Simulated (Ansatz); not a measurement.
CH5Al, closed shell: a trajectory.

The input file, in.yaml:

```yaml
crystal:
  periodic: [false, false, false]
  atoms:
    - {symbol: Al, position_ang: [-0.787399, 0.309710, -0.545502]}
    - {symbol: H, position_ang: [-1.159034, -0.651334, 0.911218]}
    - {symbol: C, position_ang: [0.967015, -0.123293, -0.215489]}
    - {symbol: H, position_ang: [-0.295815, -0.311557, 1.008732]}
    - {symbol: H, position_ang: [-1.779314, 1.526708, -0.706428]}
    - {symbol: H, position_ang: [1.184583, -1.154860, 0.066781]}
    - {symbol: H, position_ang: [1.870063, 0.404724, -0.519313]}
basis:
  gaussian: {orbitals: def2-TZVP}
hamiltonian: {xc: r2scan, dispersion: d4}
md: {n_steps: 60, timestep: 1.0, temperature: 100, ensemble: nvt_nose_hoover, seed: 626, initial_velocities: maxwell_boltzmann}
```

Command:

```bash
ansatz run in.yaml --threads 2 --pin off --events-out ev --progress --plain --max-ram 4352MiB
```

What Ansatz 0.2.0 printed:

```
Functional definition: r2SCAN
  name "r2SCAN"
  cite "Furness, Kaplan, Ning, Perdew & Sun, J. Phys. Chem. Lett. 11, 8208 (2020) doi:10.1021/acs.jpclett.0c02405"
  cite "Furness, Kaplan, Ning, Perdew & Sun, J. Phys. Chem. Lett. 11, 9248 (2020) doi:10.1021/acs.jpclett.0c03077"
  parent r2scan
  parameter k0 = 0.174
  parameter k1 = 0.065
  parameter a1 = 4.9479
  exchange = r2scan_x(k0 = k0, k1 = k1, a1 = a1)
  correlation = r2scan_c
659 factors; their error is unknown
mean field evaluation 1: about -7697.7758 eV, gradient 7.0e1 eV
mean field evaluation 2: about -7650.2044 eV, gradient 1.1e2 eV
mean field evaluation 4: about -7710.5146 eV, gradient 1.2e1 eV
mean field evaluation 8: about -7711.1604 eV, gradient 3.8e-2 eV
mean field evaluation 16: about -7711.1482 eV, gradient 4.4e-5 eV
mean field -7711.14817371 eV, -283.3794685800 hartree, gradient 1.4e-5 eV, S^2 0.000000; 0 other end points of the search recorded, 0 dependent functions left out
the calculation of the forces begins
reference -7711.14818557 eV, -283.3794690158 hartree; 12, 12 occupied and 86, 86 virtual orbitals, 659 factors
md step     0: t =     0.00 fs  T =   100.0 K  F+E_penalty+E_count = -7711.16789852 eV  E_kin = 0.064630 eV  conserved = -7711.10326852 eV  (28 SCF iters)
md step     1: t =     1.00 fs  T =    97.7 K  F+E_penalty+E_count = -7711.16626575 eV  E_kin = 0.063121 eV  conserved = -7711.10314493 eV  (31 SCF iters)
md step     2: t =     2.00 fs  T =    90.3 K  F+E_penalty+E_count = -7711.16128226 eV  E_kin = 0.058366 eV  conserved = -7711.10291677 eV  (32 SCF iters)
md step     3: t =     3.00 fs  T =    82.7 K  F+E_penalty+E_count = -7711.15629883 eV  E_kin = 0.053464 eV  conserved = -7711.10283714 eV  (32 SCF iters)
md step     4: t =     4.00 fs  T =    76.7 K  F+E_penalty+E_count = -7711.15252403 eV  E_kin = 0.049575 eV  conserved = -7711.10295356 eV  (32 SCF iters)
md step     5: t =     5.00 fs  T =    70.0 K  F+E_penalty+E_count = -7711.14830935 eV  E_kin = 0.045252 eV  conserved = -7711.10306765 eV  (31 SCF iters)
md step     6: t =     6.00 fs  T =    60.4 K  F+E_penalty+E_count = -7711.14203764 eV  E_kin = 0.039058 eV  conserved = -7711.10299662 eV  (32 SCF iters)
md step     7: t =     7.00 fs  T =    49.6 K  F+E_penalty+E_count = -7711.13480703 eV  E_kin = 0.032036 eV  conserved = -7711.10279710 eV  (32 SCF iters)
md step     8: t =     8.00 fs  T =    41.7 K  F+E_penalty+E_count = -7711.12958786 eV  E_kin = 0.026931 eV  conserved = -7711.10269309 eV  (32 SCF iters)
md step     9: t =     9.00 fs  T =    39.0 K  F+E_penalty+E_count = -7711.12794847 eV  E_kin = 0.025213 eV  conserved = -7711.10278377 eV  (33 SCF iters)
md step    10: t =    10.00 fs  T =    39.9 K  F+E_penalty+E_count = -7711.12863242 eV  E_kin = 0.025793 eV  conserved = -7711.10290265 eV  (33 SCF iters)
md step    11: t =    11.00 fs  T =    42.1 K  F+E_penalty+E_count = -7711.12998311 eV  E_kin = 0.027227 eV  conserved = -7711.10283740 eV  (32 SCF iters)
md step    12: t =    12.00 fs  T =    47.2 K  F+E_penalty+E_count = -7711.13303556 eV  E_kin = 0.030532 eV  conserved = -7711.10260926 eV  (32 SCF iters)
md step    13: t =    13.00 fs  T =    60.2 K  F+E_penalty+E_count = -7711.14121685 eV  E_kin = 0.038920 eV  conserved = -7711.10243465 eV  (32 SCF iters)
md step    14: t =    14.00 fs  T =    85.1 K  F+E_penalty+E_count = -7711.15720649 eV  E_kin = 0.054975 eV  conserved = -7711.10241628 eV  (31 SCF iters)
md step    15: t =    15.00 fs  T =   122.8 K  F+E_penalty+E_count = -7711.18146097 eV  E_kin = 0.079357 eV  conserved = -7711.10235825 eV  (31 SCF iters)
md step    16: t =    16.00 fs  T =   175.7 K  F+E_penalty+E_count = -7711.21512962 eV  E_kin = 0.113553 eV  conserved = -7711.10192501 eV  (31 SCF iters)
md step    17: t =    17.00 fs  T =   254.8 K  F+E_penalty+E_count = -7711.26512242 eV  E_kin = 0.164681 eV  conserved = -7711.10090355 eV  (29 SCF iters, 3 dispersion substeps)
md step    18: t =    18.00 fs  T =   385.0 K  F+E_penalty+E_count = -7711.34751028 eV  E_kin = 0.248816 eV  conserved = -7711.09925671 eV  (31 SCF iters, 3 dispersion substeps)
md step    19: t =    19.00 fs  T =   606.4 K  F+E_penalty+E_count = -7711.48844740 eV  E_kin = 0.391919 eV  conserved = -7711.09704933 eV  (29 SCF iters, 3 dispersion substeps)
md step    20: t =    20.00 fs  T =   972.4 K  F+E_penalty+E_count = -7711.72350392 eV  E_kin = 0.628442 eV  conserved = -7711.09496162 eV  (29 SCF iters, 3 dispersion substeps)
md step    21: t =    21.00 fs  T =  1528.4 K  F+E_penalty+E_count = -7712.08697430 eV  E_kin = 0.987825 eV  conserved = -7711.09657394 eV  (30 SCF iters, 3 dispersion substeps)
md step    22: t =    22.00 fs  T =  2228.0 K  F+E_penalty+E_count = -7712.56073884 eV  E_kin = 1.439956 eV  conserved = -7711.11091731 eV  (29 SCF iters, 3 dispersion substeps)
md step    23: t =    23.00 fs  T =  2772.9 K  F+E_penalty+E_count = -7712.95902561 eV  E_kin = 1.792114 eV  conserved = -7711.14054565 eV  (29 SCF iters, 3 dispersion substeps)
md step    24: t =    24.00 fs  T =  2746.3 K  F+E_penalty+E_count = -7712.96117261 eV  E_kin = 1.774926 eV  conserved = -7711.13259474 eV  (29 SCF iters, 3 dispersion substeps)
md step    25: t =    25.00 fs  T =  2512.9 K  F+E_penalty+E_count = -7712.79388616 eV  E_kin = 1.624059 eV  conserved = -7711.08132661 eV  (29 SCF iters, 3 dispersion substeps)
md step    26: t =    26.00 fs  T =  2702.5 K  F+E_penalty+E_count = -7713.00668405 eV  E_kin = 1.746615 eV  conserved = -7711.12852806 eV  (28 SCF iters, 3 dispersion substeps)
md step    27: t =    27.00 fs  T =  2771.0 K  F+E_penalty+E_count = -7713.11062290 eV  E_kin = 1.790873 eV  conserved = -7711.13408338 eV  (28 SCF iters, 3 dispersion substeps)
md step    28: t =    28.00 fs  T =  2441.6 K  F+E_penalty+E_count = -7712.93790224 eV  E_kin = 1.577988 eV  conserved = -7711.11441973 eV  (28 SCF iters, 3 dispersion substeps)
md step    29: t =    29.00 fs  T =  2044.1 K  F+E_penalty+E_count = -7712.72957614 eV  E_kin = 1.321083 eV  conserved = -7711.10540042 eV  (28 SCF iters, 3 dispersion substeps)
md step    30: t =    30.00 fs  T =  1802.2 K  F+E_penalty+E_count = -7712.62501765 eV  E_kin = 1.164779 eV  conserved = -7711.10370376 eV  (28 SCF iters, 3 dispersion substeps)
md step    31: t =    31.00 fs  T =  1768.0 K  F+E_penalty+E_count = -7712.65567343 eV  E_kin = 1.142681 eV  conserved = -7711.10401464 eV  (28 SCF iters, 3 dispersion substeps)
md step    32: t =    32.00 fs  T =  1933.0 K  F+E_penalty+E_count = -7712.81963041 eV  E_kin = 1.249276 eV  conserved = -7711.10465086 eV  (28 SCF iters, 3 dispersion substeps)
md step    33: t =    33.00 fs  T =  2272.6 K  F+E_penalty+E_count = -7713.10810682 eV  E_kin = 1.468775 eV  conserved = -7711.10668487 eV  (28 SCF iters, 5 dispersion substeps)
md step    34: t =    34.00 fs  T =  2721.1 K  F+E_penalty+E_count = -7713.48891233 eV  E_kin = 1.758659 eV  conserved = -7711.11497013 eV  (29 SCF iters, 5 dispersion substeps)
md step    35: t =    35.00 fs  T =  3068.1 K  F+E_penalty+E_count = -7713.83714323 eV  E_kin = 1.982900 eV  conserved = -7711.13914199 eV  (29 SCF iters, 5 dispersion substeps)
md step    36: t =    36.00 fs  T =  2857.7 K  F+E_penalty+E_count = -7713.83743344 eV  E_kin = 1.846940 eV  conserved = -7711.16947824 eV  (28 SCF iters, 3 dispersion substeps)
md step    37: t =    37.00 fs  T =  1961.1 K  F+E_penalty+E_count = -7713.28739306 eV  E_kin = 1.267436 eV  conserved = -7711.11155898 eV  (28 SCF iters, 3 dispersion substeps)
md step    38: t =    38.00 fs  T =  1613.3 K  F+E_penalty+E_count = -7713.10576528 eV  E_kin = 1.042698 eV  conserved = -7711.09103894 eV  (27 SCF iters, 3 dispersion substeps)
md step    39: t =    39.00 fs  T =  2025.9 K  F+E_penalty+E_count = -7713.50999924 eV  E_kin = 1.309337 eV  conserved = -7711.16624458 eV  (27 SCF iters, 3 dispersion substeps)
md step    40: t =    40.00 fs  T =  1946.6 K  F+E_penalty+E_count = -7713.50777633 eV  E_kin = 1.258117 eV  conserved = -7711.14941974 eV  (29 SCF iters, 3 dispersion substeps)
md step    41: t =    41.00 fs  T =  1397.1 K  F+E_penalty+E_count = -7713.18161963 eV  E_kin = 0.902940 eV  conserved = -7711.12516006 eV  (29 SCF iters, 3 dispersion substeps)
md step    42: t =    42.00 fs  T =   894.1 K  F+E_penalty+E_count = -7712.88101045 eV  E_kin = 0.577885 eV  conserved = -7711.11513063 eV  (29 SCF iters, 3 dispersion substeps)
md step    43: t =    43.00 fs  T =   687.4 K  F+E_penalty+E_count = -7712.76836121 eV  E_kin = 0.444240 eV  conserved = -7711.11406808 eV  (28 SCF iters, 3 dispersion substeps)
md step    44: t =    44.00 fs  T =   799.7 K  F+E_penalty+E_count = -7712.86323707 eV  E_kin = 0.516872 eV  conserved = -7711.11720417 eV  (29 SCF iters, 3 dispersion substeps)
md step    45: t =    45.00 fs  T =  1141.4 K  F+E_penalty+E_count = -7713.11417435 eV  E_kin = 0.737714 eV  conserved = -7711.12399817 eV  (30 SCF iters, 3 dispersion substeps)
md step    46: t =    46.00 fs  T =  1528.0 K  F+E_penalty+E_count = -7713.41018905 eV  E_kin = 0.987575 eV  conserved = -7711.13940360 eV  (29 SCF iters, 3 dispersion substeps)
md step    47: t =    47.00 fs  T =  1633.3 K  F+E_penalty+E_count = -7713.53313804 eV  E_kin = 1.055588 eV  conserved = -7711.15845996 eV  (28 SCF iters, 3 dispersion substeps)
md step    48: t =    48.00 fs  T =  1259.6 K  F+E_penalty+E_count = -7713.30078765 eV  E_kin = 0.814075 eV  conserved = -7711.13492814 eV  (28 SCF iters, 3 dispersion substeps)
md step    49: t =    49.00 fs  T =   969.1 K  F+E_penalty+E_count = -7713.10917166 eV  E_kin = 0.626311 eV  conserved = -7711.10621439 eV  (28 SCF iters, 3 dispersion substeps)
md step    50: t =    50.00 fs  T =  1133.9 K  F+E_penalty+E_count = -7713.28265556 eV  E_kin = 0.732869 eV  conserved = -7711.15012723 eV  (27 SCF iters, 3 dispersion substeps)
md step    51: t =    51.00 fs  T =  1122.0 K  F+E_penalty+E_count = -7713.29938246 eV  E_kin = 0.725160 eV  conserved = -7711.15008431 eV  (27 SCF iters, 3 dispersion substeps)
md step    52: t =    52.00 fs  T =   773.3 K  F+E_penalty+E_count = -7713.07595227 eV  E_kin = 0.499792 eV  conserved = -7711.13156661 eV  (29 SCF iters, 3 dispersion substeps)
md step    53: t =    53.00 fs  T =   427.4 K  F+E_penalty+E_count = -7712.85612872 eV  E_kin = 0.276219 eV  conserved = -7711.12257137 eV  (30 SCF iters, 3 dispersion substeps)
md step    54: t =    54.00 fs  T =   302.0 K  F+E_penalty+E_count = -7712.78129815 eV  E_kin = 0.195187 eV  conserved = -7711.12126402 eV  (30 SCF iters, 3 dispersion substeps)
md step    55: t =    55.00 fs  T =   434.5 K  F+E_penalty+E_count = -7712.87597185 eV  E_kin = 0.280811 eV  conserved = -7711.12298243 eV  (29 SCF iters, 3 dispersion substeps)
md step    56: t =    56.00 fs  T =   773.4 K  F+E_penalty+E_count = -7713.11141520 eV  E_kin = 0.499853 eV  conserved = -7711.12759281 eV  (29 SCF iters, 3 dispersion substeps)
md step    57: t =    57.00 fs  T =  1189.0 K  F+E_penalty+E_count = -7713.41083741 eV  E_kin = 0.768432 eV  conserved = -7711.13917369 eV  (27 SCF iters, 3 dispersion substeps)
md step    58: t =    58.00 fs  T =  1421.1 K  F+E_penalty+E_count = -7713.60475753 eV  E_kin = 0.918462 eV  conserved = -7711.15664952 eV  (29 SCF iters, 3 dispersion substeps)
md step    59: t =    59.00 fs  T =  1229.5 K  F+E_penalty+E_count = -7713.50045476 eV  E_kin = 0.794636 eV  conserved = -7711.14822550 eV  (28 SCF iters, 3 dispersion substeps)
md step    60: t =    60.00 fs  T =   961.6 K  F+E_penalty+E_count = -7713.31484832 eV  E_kin = 0.621462 eV  conserved = -7711.11191201 eV  (27 SCF iters, 3 dispersion substeps)
Total energy: -7713.31486087 eV, -283.4590928645 hartree
Atom 0 at    -0.871613     0.292582    -0.466326 Å, force     0.896061    -0.190909    -0.515295 eV/Å
Atom 1 at    -2.133839    -0.670306    -0.435658 Å, force    -0.004975     0.071868     0.274411 eV/Å
Atom 2 at     1.023326    -0.120238    -0.105952 Å, force    -3.204657    -1.185402    -6.642109 eV/Å
Atom 3 at     1.599509     0.011499     0.644846 Å, force     3.650683     1.344394     5.522918 eV/Å
Atom 4 at    -0.809271     1.542427    -1.446622 Å, force    -0.492717     0.193059     0.141276 eV/Å
Atom 5 at     1.308890    -1.136764    -0.452644 Å, force    -0.575124     0.030870     0.201356 eV/Å
Atom 6 at     1.438394     0.488889    -0.973488 Å, force    -0.269271    -0.263880     1.017444 eV/Å
Dipole moment:     0.053429    -0.023191     0.189302 e Å

[the SCF lines of later steps are left out]
```

Hardware: 2 CPU threads of an Arm Neoverse V1, shared host. Wall time about 100 s.
